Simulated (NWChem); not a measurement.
# Correlation energy of HS

SMILES: [SH]
```xyz
2

S      0.0000     0.0000     0.0796
H      0.0000     0.0000    -1.2741
```
Charge 0, spin multiplicity 2.

All runs are NWChem calculations. The geometry was optimised at UPBE0/def2-SVP, a minimum by its harmonic frequencies.

Basis set: cc-pVTZ. Each correlation energy counts from its own Hartree-Fock reference.

The correlated methods keep 5 core orbitals frozen. The structure started from a generated list of species. The unpaired electrons of the parent sit in orbitals of symmetry b1 (C2v labels of the run); other states weren't searched. No SCF solution was tested for a lower state. Open-shell Hartree-Fock references start from PBE0 orbitals. No row is a measurement; the coupled-cluster row has its own basis-set and correlation limits.

```
method           correlation energy (mHa)
---------------  ------------------------
URI-MP2                            -151.4
UMP2                               -151.4
SCS-UMP2                           -154.2
CCSD on ROHF                            …
CCSD[T] on ROHF                    -187.9
CCSD(T) on ROHF                    -187.9
CCSD on UHF                             …
CCSD[T] on UHF                     -182.3
CCSD(T) on UHF                     -182.2
```

What belongs in the gaps?


- CCSD on ROHF, correlation energy (mHa): -181.4
- CCSD on UHF, correlation energy (mHa): -176.1
